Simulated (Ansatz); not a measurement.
Property card for NaNiO2

Theory: DFT r2SCAN, scalar-relativistic, plane waves, PAW (Ansatz 0.2.0).

Plane waves to 500 eV, a k mesh through Γ of 18×18×18 on the computed 4-atom cell and Gaussian smearing (0.10 eV); collinear spin from starting moments 0 1.04 0 0 μB.

The structure is relaxed at this level of theory with its symmetry kept. Whether it is the stable form of this composition wasn't checked.

```yaml
crystal:
  lattice:
    - [1.47195, 0.84983, 5.18750]
    - [-1.47195, 0.84983, 5.18750]
    - [0.00000, -1.69966, 5.18750]
  atoms:
    - { symbol: Na, position: [0.50000, 0.50000, 0.50000] }
    - { symbol: Ni, position: [0.00000, 0.00000, 0.00000] }
    - { symbol: O, position: [0.26925, 0.26925, 0.26925] }
    - { symbol: O, position: [0.73075, 0.73075, 0.73075] }
```

```json
{
  "Space group": "R-3m (No. 166)",
  "Volume per atom": "9.73 Å³",
  "Formation energy from the elements' standard states (uncorrected)": "-1.378 eV/atom",
  "Generalised Kohn–Sham band gap": "none (metal)",
  "Density of states at the Fermi level": "2.02 states/eV per cell",
  "Löwdin character within 0.5 eV of the Fermi level": "O 2p 55 %, Ni 3d 41 %",
  "Bader charges (e)": "Na (1 in the cell) 0.86, Ni (1 in the cell) 1.40, O (2 in the cell) -1.13",
  "Total moment": "1.00 μB per cell",
  "Site moments (μB; atoms counted from 1 over the whole cell)": "Ni (atom 2) 0.95"
}
```

The state reached may not be the lowest one. The cell holds one magnetic atom, so it can only be ferromagnetic; an antiferromagnetic order may lie lower.

Only this magnetic start was tried.